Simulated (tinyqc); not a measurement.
Worked calculation: Hueckel theory of the pi electrons, for the molecule C=C(O)O (SMILES; centres numbered as the heavy atoms are written). One step of it, computed by the program tinyqc.

Question. Energy, charges, bond orders. E = sum n x; q_r = z_r - P_rr; bond order p = P_rs; free valence = sqrt(3) - sum of p over the bonds of the atom.

x values: 2.582936  2.000000  0.635498  -1.218434

occupations: 2.000000  2.000000  2.000000  0.000000

charge and bond-order matrix P, lower triangle:
```
           1C        2C         3O        4O
1C   1.250385
2C   0.913357  0.887134
3O  -0.227031  0.276623   1.931240
4O  -0.227031  0.276623  -0.068760  1.931240
```

Centres:
```
centre  z_r, pi electrons of the neutral centre         h
1C                                            1  0.000000
2C                                            1  0.000000
3O                                            2  2.000000
4O                                            2  2.000000
```

Bonds:
```
i  j         k
1  2         1
2  3  0.800000
2  4  0.800000
```

Give: pi energy = 6 alpha + this times beta; pi charges; Bond orders and lengths from R = 1.517 - 0.180 p; free valence of the carbons; gap between the highest filled and the next level.

Answer.

pi energy = 6 alpha + this times beta = 10.4369

pi charges: 1C -0.2504, 2C 0.1129, 3O 0.0688, 4O 0.0688

Bond orders and lengths from R = 1.517 - 0.180 p (angstrom, C-C alone):
```
bond       p       R
1-2   0.9134  1.3526
2-3   0.2766       -
2-4   0.2766       -
```

free valence of the carbons: 1C 0.8187, 2C 0.2654

gap between the highest filled and the next level = 1.8539 |beta|
